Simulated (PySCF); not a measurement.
All values below come from PBE-D3(BJ)/def2-TZVP // PBE-D3(BJ)/def2-SVP (PySCF 2.14.0). Isolated molecules, 0 K electronic values unless said otherwise. 

Reference species (SMILES): `C[O]` (neutral, multiplicity 2).

```yaml
highest_occupied_spin_orbital: -5.97 eV
```

Changed species: `[CH3]` (free radical CH3; the reference has free radical OCH3).

Predict the effect on the highest occupied spin orbital.

the highest occupied spin orbital increases by 0.59 eV, to -5.38 eV.
